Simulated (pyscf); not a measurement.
A first-order saddle from PySCF, ωB97X-D3(BJ)/def2-SVP:

```xyz
5

O      1.3632    -0.3662     2.7234
C      1.4193    -0.4946     1.4695
O      1.9536     0.5100     0.9244
H      1.9235     0.7001     2.2170
H      1.0485    -1.3733     0.9198
```

Surface: singlet, charge 0. Lowest wavenumbers (cm⁻¹): 1939i, 940, 1074, 1224, 1235.

### Question
Which two sides does it connect, and which bonds change?

### Answer
formic acid (O=CH–OH) ⇌ formic acid (O=CH–OH), a hydrogen shift read from left to right: H–O broken and H–O formed. At CCSD(T)/def2-TZVPP + ΔMP2(QZVPP) it lies +36.6 kcal/mol from the left side and +36.6 kcal/mol from the right (each side as separated species at their lowest minima found). One saddle was located; it need not be the lowest between these sides. The CCSD(T) − MP2 part came from Ansatz, without density fitting, on the same reference.
